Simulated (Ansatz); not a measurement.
This geometry of H₂S₂Si (5 atoms, charge 0, multiplicity 1) is a first-order saddle point.

Theory: Ansatz, RKS B3LYP-D4/6-31G*.

```xyz
5
Properties=species:S:1:pos:R:3
S -2.158 0.613 0.592
Si -0.548 -0.173 -0.191
S 1.375 0.779 -0.405
H -0.507 -1.536 -0.777
H 1.837 0.317 0.781
```

Which two structures does it join? (They come from a converged band through this point; their orientation in space is the band's.)

No bond is made or broken. The dihedral S1–Si2–S3–H5 goes from 0 to 180°.

Image 0:

```xyz
5
Properties=species:S:1:pos:R:3
S -1.919 0.625 0.779
Si -0.508 -0.314 -0.199
S 1.580 0.056 -0.159
H -0.670 -1.449 -1.138
H 1.517 1.082 0.718
```

Image 6:

```xyz
5
Properties=species:S:1:pos:R:3
S -2.357 0.423 0.665
Si -0.597 -0.097 -0.005
S 1.237 0.828 0.539
H -0.298 -1.189 -0.967
H 2.015 0.035 -0.233
```

How far does it lie above each of them?

8.6 kcal/mol above the first and 7.0 kcal/mol above the second. This is the barrier of this one path; another mechanism may lie lower.

The run took 30 s on 1 thread of AMD EPYC 9R45 96-Core Processor (Zen 5) (shared host), peak memory 0.13 GiB.
